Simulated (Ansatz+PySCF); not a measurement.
A calculation with PySCF 2.14.0.

```python
from pyscf import gto, scf, mp

mol = gto.M(atom="""
C 0.007020 0.519440 -0.141460
O -1.146580 -0.213520 -0.074660
O 1.174850 -0.157970 0.084750
H 0.023890 1.463590 0.289910
H 1.076850 -1.037090 -0.302780
H -1.366440 -0.427230 0.846750
""", basis='cc-pvtz', charge=0, spin=1)
mf = scf.UHF(mol)
mf.kernel()
pt = mp.MP2(mf, frozen=3).run()
print(mf.e_tot, pt.e_corr, pt.e_tot)
```

The script is written out from the run's settings.

Results

```json
{"Converged": "yes", "Reference energy": "-189.35749 hartree", "Correlation energy": "-0.62453 hartree", "Total energy": "-189.98203 hartree", "Spin squared of the determinant": "0.759"}
```
